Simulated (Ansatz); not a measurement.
## Ansatz (development build ahead of 0.2.0) run

```yaml
crystal:
  periodic: [false, false, false]
  atoms:
    - { symbol: O, position_ang: [-1.49728, -0.13189, 0.01309] }
    - { symbol: H, position_ang: [-1.87916, 0.65553, -0.01945] }
    - { symbol: H, position_ang: [-0.53145, 0.04181, 0.01202] }
    - { symbol: O, position_ang: [1.39508, 0.20526, -0.01223] }
    - { symbol: H, position_ang: [1.56833, -0.36976, -0.74699] }
    - { symbol: H, position_ang: [1.51853, -0.36597, 0.75014] }
basis:
  gaussian: { orbitals: def2-TZVP }
hamiltonian:
  xc: hf
correlation:
  method: mp2
  frozen_orbitals: { H: 0, O: 1 }
output:
  forces: true
```

The input is written out in the form of the current development build from the run's settings.

Results

- Converged: yes
- Reference energy: -152.11720 hartree
- Correlation energy: -0.50785 hartree
- Total energy: -152.62505 hartree
- Spin squared of the determinant: 0.000
- Stability test: minimum among restricted orbitals

Forces (eV/Å):
```
atom      Fx      Fy      Fz
  O1   3.339  -5.333   0.238
  H2  -2.688   5.428  -0.224
  H3  -0.699  -0.004  -0.034
  O4  -0.282   0.332   0.519
  H5   0.218  -0.406  -0.774
  H6   0.113  -0.016   0.276
```
